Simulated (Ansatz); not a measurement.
Two structures of SiH$_{5}$SF, closed shell, reached by relaxing down either side of one saddle point (PBE0-D4/def2-TZVP). Energies are electronic, without zero-point energy. Ansatz 0.2.0; basis: def2-TZVPP and def2-QZVPP; cores frozen in the correlated methods. Extrapolation: Hartree–Fock as exp(−7.88 √X), correlation as X^−2.97. First:

```json
{"atom": "Si1", "x (Å)": "-0.5393", "y (Å)": "0.3828", "z (Å)": "-1.1848"}
{"atom": "F2", "x (Å)": "1.0523", "y (Å)": "0.2686", "z (Å)": "-1.0086"}
{"atom": "H3", "x (Å)": "-1.1256", "y (Å)": "-0.9736", "z (Å)": "-1.1114"}
{"atom": "H4", "x (Å)": "-1.0734", "y (Å)": "1.2610", "z (Å)": "-0.1197"}
{"atom": "H5", "x (Å)": "-0.7870", "y (Å)": "0.9831", "z (Å)": "-2.5184"}
{"atom": "H6", "x (Å)": "1.4402", "y (Å)": "-0.9486", "z (Å)": "1.2344"}
{"atom": "S7", "x (Å)": "0.4295", "y (Å)": "-1.1027", "z (Å)": "2.1035"}
{"atom": "H8", "x (Å)": "0.6032", "y (Å)": "0.1295", "z (Å)": "2.6050"}
```

Second:

```tsv
atom	x (Å)	y (Å)	z (Å)
Si1	-1.0204	0.3000	-0.3422
F2	2.4581	-0.9124	-0.6726
H3	-1.4715	-0.8785	-1.1155
H4	-2.1824	1.0764	0.1531
H5	-0.1357	1.1677	-1.1529
H6	1.8121	-0.8593	0.0031
S7	0.0686	-0.5399	1.3192
H8	0.4713	0.6460	1.8078
```

Q: Which bonds change from the first to the second?

A: SiH₃F ([F][SiH3]) + H₂S → SiH₄S ([SiH3][SH]) + HF; bonds formed: Si1–S7, F2–H6; bonds broken: Si1–F2, H6–S7.

Q: Give the saddle point's structure and its height above each. (An estimate is asked for; the value comes from the calculation.)

A: By the calculation: 1.982 eV above the first and 1.367 eV above the second (CCSD(T) at an estimated basis limit (MP2 extrapolated from triple and quadruple zeta, plus CCSD(T) − MP2 in triple zeta)).
Si1  (-0.530, 0.143, -0.582)
F2  (1.236, -0.534, -0.810)
H3  (-1.064, -1.017, -1.327)
H4  (-1.747, 0.709, 0.089)
H5  (-0.040, 1.335, -1.318)
H6  (1.231, -0.727, 0.441)
S7  (0.254, -0.574, 1.589)
H8  (0.660, 0.665, 1.917)
(Å)

No T1 diagnostic of these runs exceeds 0.013.

Labels in which every atom is bracketed show which atoms are joined, not bond orders.

For scale, one of the runs: CCSD(T)/def2-TZVPP, 185 basis functions, launched by `ansatz run in.yaml --threads 2 --pin off --events-out ev --progress --plain --max-ram 4352MiB`. Time: 41 s of wall clock on 2 CPU threads of an Arm Neoverse V1; the host was shared. Peak host memory: 1.8 GiB.
